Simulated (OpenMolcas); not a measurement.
# One shape, several levels: doublet BCl+

We compute a comparison of 6 runs (UHF/STO-3G, U-r2SCAN/STO-3G, UM06-2X/STO-3G, UPBE/STO-3G, ROMP2/STO-3G, ROCCSD(T)/STO-3G) of doublet BCl+. 

Program for the calculation: OpenMolcas 26.06.

## 1. Starting point

BCl+ has 2 atoms, charge +1, and is taken as a doublet. SMILES of the parent species: `[B]Cl`. Geometry: relaxed at GFN2-xTB. That shape belongs to the parent species and isn't relaxed for this state.

Bond lengths: B1–Cl2 1.579 Å.

## 2. A single-point energy at UHF/STO-3G (run 1)

The input, struct.xyz:

```xyz
2

B      0.000000     0.000000     0.000000
Cl     0.000000     0.000000     1.578530
```

The input, test.input:

```
* BCl Hartree-Fock
&GATEWAY
BasLib
$CurrDir
Coord
struct.xyz
Basis
STO-3G
Group
NoSym
&SEWARD
&SCF
UHF
Charge
1
Spin
2
Thresholds
1e-10 1e-07 1e-07 1e-05
PrOrbitals
1 1
```

The basis set STO-3G is read from a file made from the Basis Set Exchange's data (not shown).

Started as:

```sh
export MOLCAS_MEM=1860
pymolcas test.input > test.log
```

What it wrote:

```text
--- Start Module: gateway ---
[...]
--- Stop Module: gateway /rc=_RC_ALL_IS_WELL_ ---
--- Start Module: seward ---
[...]
      Basis functions           14
--- Stop Module: seward /rc=_RC_ALL_IS_WELL_ ---
--- Start Module: scf ---
[...]
       Convergence after  16 Iterations
[...]
::    Total SCF energy                               -478.5755255855
[...]
      Total spin, S                                     0.5078114338
[...]
      Total electronic charge=   21.000000
      Total            charge=    1.000000
[...]
      Dipole Moment (debye):
      Origin of the operator (angstrom)=    0.0000    0.0000    1.2006
                   X= -8.2959E-16               Y= -9.7505E-16               Z= -4.4159E+00           Total=  4.4159E+00
      Center of Charge (angstrom)
[...]
--- Stop Module: scf /rc=_RC_ALL_IS_WELL_ ---
[...]
```

Wall time 1.8 s (1 thread of Arm Neoverse V1, shared host); peak memory 0.37 GiB.

## 3. A single-point energy at U-r2SCAN/STO-3G (run 2)

struct.xyz is that of step 2.

The input, test.inp:

```
&gateway
  baslib
  $CurrDir
  coord
  struct.xyz
  basis
  STO-3G
  group
  NoSym

&seward
  gridinput
  Grid=UltraFine
  End of Grid

&scf
  uhf
  charge
  1
  spin
  2
  ksdft
  2
  1.0 MGGA_X_R2SCAN
  1.0 MGGA_C_R2SCAN
  thresholds
  1e-10 1e-07 1e-07 1e-05
  prorbitals
  1 1
```

The basis set STO-3G is read from a file made from the Basis Set Exchange's data (not shown).

Started as:

```sh
export MOLCAS_MEM=1860
pymolcas test.inp > test.log
```

What it wrote:

```text
--- Start Module: gateway ---
[...]
--- Stop Module: gateway /rc=_RC_ALL_IS_WELL_ ---
--- Start Module: seward ---
[...]
      Basis functions           14
--- Stop Module: seward /rc=_RC_ALL_IS_WELL_ ---
--- Start Module: scf ---
[...]
       Convergence after  15 Iterations
[...]
::    Total KS-DFT energy                            -479.2820826179
[...]
      Total spin, S                                     0.5095204975
[...]
      Total electronic charge=   21.000000
      Total            charge=    1.000000
[...]
      Dipole Moment (debye):
      Origin of the operator (angstrom)=    0.0000    0.0000    1.2006
                   X= -2.3320E-16               Y=  9.2799E-16               Z= -3.7259E+00           Total=  3.7259E+00
      Center of Charge (angstrom)
[...]
--- Stop Module: scf /rc=_RC_ALL_IS_WELL_ ---
[...]
```

Wall time 4.8 s (1 thread of Arm Neoverse V1, shared host); peak memory 0.37 GiB.

Runs 3 to 5 aren't shown in full; the table further down has their settings and results.

## 4. The energy at ROCCSD(T)/STO-3G (run 6)

struct.xyz is that of step 3.

The input, test.input:

```
&GATEWAY
  BasLib = $CurrDir
  Coord = struct.xyz
  Basis = STO-3G
  Group = NoSym

&SEWARD

&SCF
  UHF
  Charge = 1
  Spin = 2
  Thresholds = 1e-10 1e-07 1e-07 1e-05
  PrOrbitals = 1 1

&RASSCF
  FileOrb = $Project.UnaOrb
  Spin = 2
  Nactel = 1 0 0
  Inactive = 10
  Ras2 = 1
  OutOrbitals = Canonical
  OrbListing = Nothing

&MOTRA
  JobIph
  Frozen = 6

&CCSDT
  CCT
  Triples = 3
  Iterations = 80
  Accuracy = 1e-08
  Extrapolation = 5 4
```

The basis set STO-3G is read from a file made from the Basis Set Exchange's data (not shown).

Started as:

```sh
export MOLCAS_MEM=1860
pymolcas test.input > test.log
```

What it wrote:

```text
--- Start Module: gateway ---
[...]
--- Stop Module: gateway /rc=_RC_ALL_IS_WELL_ ---
[...]
      Basis functions           14
[...]
       Convergence after  16 Iterations
[...]
::    Total SCF energy                               -478.5755255855
[...]
      Total spin, S                                     0.5078114338
[...]
      Number of active orbitals                  1
[...]
      Spin quantum number                      0.5
[...]
      Active orbitals                            1
[...]
      Number of CSFs                             1
[...]
      Number of root(s) required                 1
[...]
      Convergence after  7 iterations
[...]
      printout of CI-coefficients larger than  0.05 for root  1
      energy=    -478.573675
      conf/sym  1     Coeff  Weight
             1  u   1.00000 1.00000
      Natural orbitals and occupation numbers for root  1
      sym 1:   1.000000
      ************************************************************************************************************************
      *                                                    Final results                                                     *
[...]
::    RASSCF root number  1 Total energy:   -478.57367544
[...]
      Total electronic charge=   21.000000
      Total            charge=    1.000000
[...]
      Dipole Moment (debye):
      Origin of the operator (angstrom)=    0.0000    0.0000    1.2006
                   X=  1.0393E-14               Y= -3.5389E-15               Z= -4.4753E+00           Total=  4.4753E+00
      Center of Charge (angstrom)
[...]
--- Start Module: motra ---
[...]
--- Start Module: ccsdt ---
[...]
      Convergence after                    19  Iterations
      Total energy (diff) :    -478.62795914      -0.00000000
[...]
 METHOD                       : CCSD+T(CCSD)+<T3(1)WT1>+<T3(1)UT2> = CCSD(T)
[...]
       CCSD     =      -478.6279591387213
[...]
```

It took 2.5 s on 1 thread of Arm Neoverse V1, shared host; peak memory 0.37 GiB.

## 5. All runs side by side

```csv
run,level,integration grid,frozen core orbitals,energy (Eh),HOMO energy (eV),LUMO energy (eV),⟨S²⟩,wall time
1,UHF/STO-3G,–,–,-478.575526,-21.86,-5.80,0.766,1.8 s
2,U-r2SCAN/STO-3G,UltraFine,–,-479.282083,-16.44,-11.26,0.769,4.8 s
3,UM06-2X/STO-3G,UltraFine,–,-479.321891,-18.59,-14.90,0.760,4.5 s
4,UPBE/STO-3G,UltraFine,–,-479.056839,-15.80,-12.20,0.762,3.6 s
5,ROMP2/STO-3G,–,6,-478.618818,–,–,–,2.5 s
6,ROCCSD(T)/STO-3G,–,6,-478.632552,–,–,–,2.5 s
```

## 6. Results

| quantity | value |
| --- | --- |
| run 6: total energy | -478.63255 Eh |
| run 6: (T) correction | -4.59 mEh |

**Reading.** Totals of different functionals can't be ranked against each other. In runs 1, 2, 3, 4, 5, 6 the basis is minimal, so the values are rough. All runs together took 20 s, the longest 4.8 s.
